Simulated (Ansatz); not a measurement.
GaS (P6₃/mmc, No. 194) was calculated with HSE06-D3(BJ) in Ansatz (plane waves, PAW).

**Question.** Estimate the interlayer binding energy, layer repeat distance and gap between the layers that the calculation returns.

**Answer.** 
interlayer binding energy: 26.5 meV/Å²
layer repeat distance: 7.619 Å
gap between the layers: 3.043 Å

Static lattice: no zero-point or thermal effects.

Computing time: very roughly 90 core-minutes.

Ansatz is a quantum-chemistry and plane-wave program.
